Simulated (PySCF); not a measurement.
Acetyloxyl radical, C2H3O2 (doublet state).
Bonds: C1–C2, C2–O3, C2–O4 (double). Hydrogens: H5, H6, H7 on C1.

Theory: PBE0-D3(BJ)/def2-SVP geometry optimisation, gas phase in PySCF 2.14.0.

(1) What internal coordinates does the optimisation give?

Results:

(1) 
| bond | length (Å) |
| --- | --- |
| C1–C2 | 1.486 |
| C2–O3, C2=O4 | 1.251 |
| C1–H5, C1–H6, C1–H7 | 1.099 |

Bonds in one row agree within 0.01 Å and their mean is given. A selection of angles:
| angle | degrees |
| --- | --- |
| C2–C1–H5 | 110.3 |
| H5–C1–H6 | 110.4 |
| H6–C1–H7 | 107.8 |
| C1–C2–O3 | 124.4 |
| O3–C2–O4 | 111.8 |

C2 (carbon bonded to C and 2 O) is planar (angles 124.4°, 123.8° and 111.8°, sum 360.0°, 0.00 Å off the plane of its three neighbours). The 4 heavy atoms lie in one plane (0.001 Å rms).

Point group: near Cs, missed by 0.19 Å at most; the miss may be what the optimiser left on a soft mode. Not checked by PBE0-D3(BJ)/def2-SVP frequencies. ⟨S²⟩ = 0.757 (exact for a doublet: 0.75).
